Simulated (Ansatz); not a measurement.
Results of PBEsol (PAW; Ansatz, a program for electronic structure) for fcc Al.

A relaxed, unreconstructed slab of the (110) face has 12 atoms, two equal faces of 11.399 Å² each and an energy of -6292.9470 eV. A bulk cell of 2 atoms with the same orientation and in-plane k mesh has -1049.0984 eV. Energies are extrapolated to zero smearing.

Numerical settings: plane-wave cutoff 500 eV, 14×20×1 k mesh (along the axes of the cell as run), Fermi–Dirac smearing 0.1 eV, scalar-relativistic PAW data made under PBE.

Worked out: γ = (E_slab − N E_bulk per atom)/2A = [-6292.9470 − 12 × (-1049.0984/2)]/(2 × 11.399) = 0.0721 eV/Å². With 16.022 J/m² per eV/Å² this is 1.15 J/m², or 0.82 eV per surface cell and face.
